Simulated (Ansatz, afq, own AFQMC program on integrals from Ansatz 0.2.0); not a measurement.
**Sn, triplet → Sn, quintet**

A free Sn atom.

E(quintet, charge +0) − E(triplet, charge +0) at this geometry, on UHF and UHF determinants.

Basis def2-TZVPP with its core potentials. Only valence electrons are correlated. AFQMC by an in-house program on the Cholesky factors that Ansatz 0.2.0 writes for its CCSD(T) run. The CISD trial takes its coefficients from CCSD amplitudes. Released means that phaseless walkers are propagated on without the constraint, phases kept. Error bars are statistical, one sigma. No spin–orbit coupling. The errors of all members are added in quadrature.

Full CI on the same integrals is exact in this basis and with this determinant's frozen core.

Errors are counted within def2-TZVPP, not against nature.

Cautions: inner d shell frozen; no spin-orbit coupling; Sn (triplet): the released energies are still falling, so no released level is given (meV from the phaseless value at times in 1/Eh: 2 ± 4 at 0.24, 3 ± 3 at 0.51, -3 ± 3 at 0.99, -6 ± 3 at 1.62, -8.1 ± 2.3 at 2.40), though the last usable value meets full CI within the noise, the ph-AFQMC/HF walk drifts between its halves (2.0 errors); Sn (quintet): another spin lies lower.

Reference (full CI): 3.963 eV.

| level | vertical spin gap (eV) | error against FCI (eV) |
| --- | --- | --- |
| HF | 2.961 | -1.001 |
| MP2 | 3.714 | -0.249 |
| CCSD | 3.918 | -0.044 |
| CCSD(T) | 3.952 | -0.010 |
| CCSDT | 3.962 | -0.001 |
| CCSDT(Q) | 3.962 | 0.000 |
| ph-AFQMC/CISD | 3.957 ± 0.003 | -0.006 ± 0.003 |

Correlation beyond CCSD(T) adds 0.010 eV. The perturbative (T) step is worth +0.034 eV.

CCSDT and higher add their correlation energy to the determinant of the CCSD(T) run, since their own runs factorise the integrals more tightly (a shift of under 2 meV). A walk keeps the symmetry of its determinant, which the program's search chose and which needn't be the lowest solution, so a lower state of the same spin and another symmetry isn't excluded.
